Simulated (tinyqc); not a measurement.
Orbital energy against energy difference: ionisation energy by orbital energies and by energy differences in the cc-pvdz basis, for CH4, spin multiplicity 1. Computed by the program tinyqc with PySCF. 

Geometry (angstrom):
```
atom        x        y        z
C      0.0000   0.0000   0.0000
H      0.6010   0.6010   0.6010
H      0.6010  -0.6010  -0.6010
H     -0.6010   0.6010  -0.6010
H     -0.6010  -0.6010   0.6010
```

CCSD(T) difference in the same basis = 14.5034 eV

IP-EOM-CCSD = 14.4819 eV

The cation is unrestricted; errors are against CCSD(T) in this basis, not against experiment.

First vertical ionisation energy (eV):
```
method     -e(HOMO)  E(cation) - E  error of -e(HOMO)  error of the difference
HF          15.1061      13.578080             0.6028                  -0.9253
LDA          9.4875      14.294311            -5.0159                  -0.2090
PBE          9.4778      14.355390            -5.0255                  -0.1480
B3LYP       10.8409      14.518715            -3.6624                   0.0154
PBE0        11.1007      14.446955            -3.4026                  -0.0564
CAM-B3LYP   12.6176      14.529701            -1.8857                   0.0263
LC-wPBE     14.1232      14.570737            -0.3802                   0.0674
```

Koopmans errs by +0.60 eV and Delta-HF by -0.93 eV: relaxation, 1.53 eV, lowers the value and the missing correlation difference works against it. The PBE level is off by -5.0 eV through the wrong tail of its potential, though its energy difference is off by -0.15 eV; exact exchange deepens the level, and among the orbital energies LC-wPBE comes closest; among the differences B3LYP does.
